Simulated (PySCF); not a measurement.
N-methyl propargyl amine, C₄H₇N.
Structure used (PBE0-D3(BJ)/def2-SVP), in Å, numbered top down from 1:
```
atom  x, y, z in Å
C1     2.803   -0.004    0.927
C2     1.600    0.037    0.800
C3     0.151    0.120    0.647
N4    -0.254    0.166   -0.739
C5    -1.675    0.317   -0.914
H6     3.870   -0.050    1.042
H7    -0.212    0.987    1.247
H8    -0.305   -0.771    1.117
H9     0.255    0.902   -1.222
H10   -1.915    0.386   -1.985
H11   -2.115    1.204   -0.405
H12   -2.198   -0.571   -0.520
```

The closed-shell ground state was solved at several levels (PySCF, density fitting, gas phase, non-relativistic).

```tsv
level	basis functions	total energy (Eh)	HOMO (eV)	LUMO (eV)	gap (eV)	dipole (D)
PBE/pcSseg-2	278	-211.1047	-5.27	-0.43	4.84	1.15
LDA/pcJ-1	205	-209.3984	-5.19	-0.39	4.80	1.23
B3LYP/6-31G-J	88	-211.2825	-5.91	1.17	7.08	1.33
CAM-B3LYP/def2-SVPD	156	-211.0400	-8.09	1.27	9.36	1.21
KT2/pcJ-1	205	-214.9981	-5.27	-0.19	5.08	1.14
B3LYP/def2-TZVP	197	-211.3888	-6.45	0.42	6.87	1.17
B3LYP/pcJ-0	86	-210.9534	-5.97	1.05	7.02	1.33
PBE0/pcJ-1	205	-211.0499	-6.58	0.89	7.47	1.24
```

What might PBE/pcJ-1 (205 basis functions) give for the same quantities?

Total energy -211.0322 Eh, HOMO -5.11 eV, LUMO -0.13 eV, gap 4.98 eV, dipole 1.17 D.

Over all these levels, which gives the widest orbital gap and which the narrowest?

CAM-B3LYP/def2-SVPD (range-separated hybrid) has the widest, 9.36 eV, and LDA/pcJ-1 (LDA) the narrowest, 4.80 eV. Functional and basis both differ between the two, so the spread mixes both effects.

How much does the basis alone move the frontier levels among the 3 B3LYP rows?

The HOMO by 0.54 eV and the LUMO by 0.75 eV. By rising basis size (HOMO, LUMO in eV): pcJ-0 -5.97, 1.05; 6-31G-J -5.91, 1.17; def2-TZVP -6.45, 0.42.

How far do the dipole and the HOMO energy spread over the levels?

The dipole runs from 1.14 to 1.33 D (mean 1.22 D) and the HOMO from -8.09 to -5.11 eV.

One conformer stands for the species.
